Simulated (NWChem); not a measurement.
The numbers come from NWChem runs, not from measurements. System: water (H2O), charge 0, spin multiplicity 1, at a geometry optimised with PBE/def2-SVP. Level: RHF/def2-TZVP.

Job file:

```
start mol
memory heap 200 mb stack 800 mb global 1000 mb
geometry units angstroms nocenter noautoz
  O      0.000000     0.000000     0.122623
  H      0.757688     0.000000    -0.490493
  H     -0.757688     0.000000    -0.490493
  symmetry group C2v
end
basis spherical
  * library def2-tzvp
end
scf
  rhf
  nopen 0
  maxiter 100
  thresh 1e-7
  semidirect memsize 60000000 filesize 0
end
task scf energy
```

Part of the output:

```
             Northwest Computational Chemistry Package (NWChem) 7.3.0
             --------------------------------------------------------

                                NWChem Input Module
                                -------------------

 Scaling coordinates for geometry "geometry" by  1.889725989
 (inverse scale =  0.529177249)

 Turning off AUTOSYM since
 SYMMETRY directive was detected!

                             Geometry "geometry" -> ""
                             -------------------------

 Output coordinates in angstroms (scale by  1.889725989 to convert to a.u.)

  No.       Tag          Charge          X              Y              Z
 ---- ---------------- ---------- -------------- -------------- --------------
    1 O                    8.0000     0.00000000     0.00000000     0.12262300
    2 H                    1.0000     0.75768800     0.00000000    -0.49049300
    3 H                    1.0000    -0.75768800     0.00000000    -0.49049300

 Effective nuclear repulsion energy (a.u.)       9.0359850017

            Nuclear Dipole moment (a.u.)
            ----------------------------
        X                 Y               Z
 ---------------- ---------------- ----------------
     0.0000000000     0.0000000000    -0.0000037795

      Symmetry information
      --------------------

 Group name             C2v
 Group number             16
 Group order               4
 No. of unique centers     2

      Symmetry unique atoms

     1    2


 Summary of "ao basis" -> "" (spherical)
 ------------------------------------------------------------------------------
       Tag                 Description            Shells   Functions and Types
 ---------------- ------------------------------  ------  ---------------------
 *                         def2-tzvp                  on all atoms

 Summary of "ao basis" -> "ao basis" (spherical)
 ------------------------------------------------------------------------------
       Tag                 Description            Shells   Functions and Types
 ---------------- ------------------------------  ------  ---------------------
 O                         def2-tzvp                11       31   5s3p2d1f
 H                         def2-tzvp                 4        6   3s1p

                                 NWChem SCF Module
                                 -----------------

  ao basis        = "ao basis"
  functions       =    43
  atoms           =     3
  closed shells   =     5
  open shells     =     0
  charge          =   0.00
  wavefunction    = RHF
  use symmetry    = T
  symmetry adapt  = T

 Summary of "ao basis" -> "ao basis" (spherical)
 ------------------------------------------------------------------------------
       Tag                 Description            Shells   Functions and Types
 ---------------- ------------------------------  ------  ---------------------
 O                         def2-tzvp                11       31   5s3p2d1f
 H                         def2-tzvp                 4        6   3s1p

      Symmetry analysis of basis
      --------------------------

        a1         19
        a2          4
        b1         12
        b2          8

 Forming initial guess at       0.1s

      Superposition of Atomic Density Guess
      -------------------------------------

 Sum of atomic energies:         -75.78392565

      Non-variational initial energy
      ------------------------------

 Total energy =     -75.917690
 1-e energy   =    -121.498186
 2-e energy   =      36.544511
 HOMO         =      -0.474463
 LUMO         =       0.057230

      Symmetry analysis of molecular orbitals - initial
      -------------------------------------------------

  Numbering of irreducible representations:

     1 a1          2 a2          3 b1          4 b2

  Orbital symmetries:

     1 a1          2 a1          3 b1          4 a1          5 b2
     6 a1          7 b1          8 b1          9 a1         10 b2
    11 a1         12 b1         13 a1         14 a1         15 a2

 Starting SCF solution at       0.2s

 ----------------------------------------------
         Quadratically convergent ROHF

 Convergence threshold     :          1.000E-07
 Maximum no. of iterations :          100
 Final Fock-matrix accuracy:          1.000E-09
 ----------------------------------------------

              iter       energy          gnorm     gmax       time
             ----- ------------------- --------- --------- --------
                 1      -76.0216319647  8.45D-01  2.68D-01      0.2
                 2      -76.0547269927  1.98D-01  8.13D-02      0.2
                 3      -76.0571164536  1.72D-02  9.06D-03      0.2
                 4      -76.0571415483  7.61D-05  3.09D-05      0.3
                 5      -76.0571415488  1.43D-09  5.05D-10      0.3

       Final RHF  results
       ------------------

         Total SCF energy =    -76.057141548822
      One-electron energy =   -122.790863949152
      Two-electron energy =     37.697737398679
 Nuclear repulsion energy =      9.035985001651

        Time for solution =      0.1s

       Symmetry analysis of molecular orbitals - final
       -----------------------------------------------

  Numbering of irreducible representations:

     1 a1          2 a2          3 b1          4 b2

  Orbital symmetries:

     1 a1          2 a1          3 b1          4 a1          5 b2
     6 a1          7 b1          8 b1          9 a1         10 b2
    11 a1         12 b1         13 a1         14 a1         15 a2

             Final eigenvalues
             -----------------

              1
    1  -20.5640
    2   -1.3427
    3   -0.7007
    4   -0.5828
    5   -0.5074
    6    0.1254
    7    0.1963
    8    0.5153
    9    0.5674
   10    0.5974
   11    0.6385
   12    0.7678
   13    0.7690
   14    1.3895
   15    1.4424

                       ROHF Final Molecular Orbital Analysis
                       -------------------------------------

 Vector    3  Occ=2.000000D+00  E=-7.006701D-01  Symmetry=b1
              MO Center= -3.6D-17,  1.5D-31, -9.9D-02, r^2= 7.8D-01
   Bfn.  Coefficient  Atom+Function         Bfn.  Coefficient  Atom+Function
  ----- ------------  ---------------      ----- ------------  ---------------
     6      0.366510  1 O  px                 9      0.325386  1 O  px
    33      0.185360  2 H  s                 39     -0.185360  3 H  s

 Vector    4  Occ=2.000000D+00  E=-5.828255D-01  Symmetry=a1
              MO Center= -1.0D-17,  6.5D-33,  1.6D-01, r^2= 7.2D-01
   Bfn.  Coefficient  Atom+Function         Bfn.  Coefficient  Atom+Function
  ----- ------------  ---------------      ----- ------------  ---------------
     8      0.403085  1 O  pz                11      0.350840  1 O  pz
    14      0.221183  1 O  pz                 5      0.195911  1 O  s
     4      0.183852  1 O  s

 Vector    5  Occ=2.000000D+00  E=-5.074495D-01  Symmetry=b2
              MO Center=  6.9D-19,  2.1D-17,  9.4D-02, r^2= 6.5D-01
   Bfn.  Coefficient  Atom+Function         Bfn.  Coefficient  Atom+Function
  ----- ------------  ---------------      ----- ------------  ---------------
     7      0.464542  1 O  py                10      0.415503  1 O  py
    13      0.313423  1 O  py

 Vector    6  Occ=0.000000D+00  E= 1.254183D-01  Symmetry=a1
              MO Center=  4.5D-17,  8.8D-32, -7.6D-01, r^2= 3.8D+00
   Bfn.  Coefficient  Atom+Function         Bfn.  Coefficient  Atom+Function
  ----- ------------  ---------------      ----- ------------  ---------------
     5      1.366716  1 O  s                 34     -1.049189  2 H  s
    40     -1.049189  3 H  s                 14     -0.380913  1 O  pz
     4     -0.217407  1 O  s                  3      0.188918  1 O  s

 Vector    7  Occ=0.000000D+00  E= 1.962560D-01  Symmetry=b1
              MO Center=  6.0D-16, -6.3D-20, -7.8D-01, r^2= 4.5D+00
   Bfn.  Coefficient  Atom+Function         Bfn.  Coefficient  Atom+Function
  ----- ------------  ---------------      ----- ------------  ---------------
    34      1.838173  2 H  s                 40     -1.838173  3 H  s
    12     -0.734799  1 O  px                 6     -0.192905  1 O  px
    33     -0.150602  2 H  s                 39      0.150602  3 H  s

 Vector    8  Occ=0.000000D+00  E= 5.152556D-01  Symmetry=b1
              MO Center=  5.4D-17, -2.8D-34,  1.7D-01, r^2= 2.4D+00
   Bfn.  Coefficient  Atom+Function         Bfn.  Coefficient  Atom+Function
  ----- ------------  ---------------      ----- ------------  ---------------
    33     -1.484119  2 H  s                 39      1.484119  3 H  s
    12      1.418426  1 O  px                 9      0.300866  1 O  px
    34      0.285235  2 H  s                 40     -0.285235  3 H  s
    23      0.160367  1 O  d  1

 center of mass
 --------------
 x =   0.00000000 y =   0.00000000 z =   0.10205689

 moments of inertia (a.u.)
 ------------------
           2.402993953979           0.000000000000           0.000000000000
           0.000000000000           6.535310789581           0.000000000000
           0.000000000000           0.000000000000           4.132316835602

  Mulliken analysis of the total density
  --------------------------------------

    Atom       Charge   Shell Charges
 -----------   ------   -------------------------------------------------------
    1 O    8     8.69   0.79  1.18  0.57  0.95  0.33  1.84  2.02  0.98  0.00  0.02  0.00
    2 H    1     0.66   0.24  0.33  0.04  0.04
    3 H    1     0.66   0.24  0.33  0.04  0.04

       Multipole analysis of the density wrt the origin
       ------------------------------------------------

     L   x y z        total         open         nuclear
     -   - - -        -----         ----         -------
     0   0 0 0     -0.000000      0.000000     10.000000

     1   1 0 0      0.000000      0.000000      0.000000
     1   0 1 0     -0.000000      0.000000      0.000000
     1   0 0 1     -0.870903      0.000000     -0.000004

     2   2 0 0     -3.174829      0.000000      4.100233
     2   1 1 0      0.000000      0.000000      0.000000
     2   1 0 1     -0.000000      0.000000      0.000000
     2   0 2 0     -5.563678      0.000000      0.000000
     2   0 1 1     -0.000000      0.000000      0.000000
     2   0 0 2     -4.523215      0.000000      2.147845

 Task  times  cpu:        0.3s     wall:        0.3s

 Total times  cpu:        0.3s     wall:        0.3s
```
